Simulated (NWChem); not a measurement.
## Atomisation of chloroform (CHCl$_{3}$)

```xyz
5

Cl     0.8523    -0.0666     1.4736
C     -0.0093     0.4535     0.0000
Cl     0.8523    -0.0666    -1.4736
Cl    -1.6995    -0.1185     0.0000
H     -0.0317     1.5565     0.0000
```
Charge 0, spin multiplicity 1.

All runs are NWChem calculations. All single points use one geometry, from PBE/def2-SVP, a minimum by its harmonic frequencies.

Basis set: def2-TZVP. The atomisation energy is electronic alone: no zero-point, thermal, spin-orbit or counterpoise terms. No value is extrapolated to the basis-set limit. Free atoms are single determinants with multiplicities Cl 2, C 3, H 2. Correlated methods freeze the same cores in atoms and molecule, 16 orbitals in all.

The cost column gives rough processor time relative to PBE0; each entry includes its own SCF. Costs are the molecule's.

B3LYP has NWChem's definition, with VWN1-RPA local correlation. The stability of the SCF solutions was not checked. Open-shell Hartree-Fock references start from PBE0 orbitals; any time given for them includes that run.

| method | atomisation energy (kcal/mol) | relative cost |
|---|---|---|
| PBE0 | 347.2 | 1 |
| BLYP | [?] | under 3 |
| B3LYP | [?] | under 3 |
| BHandHLYP | [?] | under 3 |
| PBE | 359.3 | under 3 |
| HF | [?] | under 3 |
| r2SCAN | 347.2 | under 3 |
| MP2 | 344.1 | 3 |

Question: Some entries are withheld; supply them.

Answer: 
- BLYP, atomisation energy (kcal/mol): 333.7
- B3LYP, atomisation energy (kcal/mol): 332.3
- BHandHLYP, atomisation energy (kcal/mol): 316.2
- HF, atomisation energy (kcal/mol): 222.1
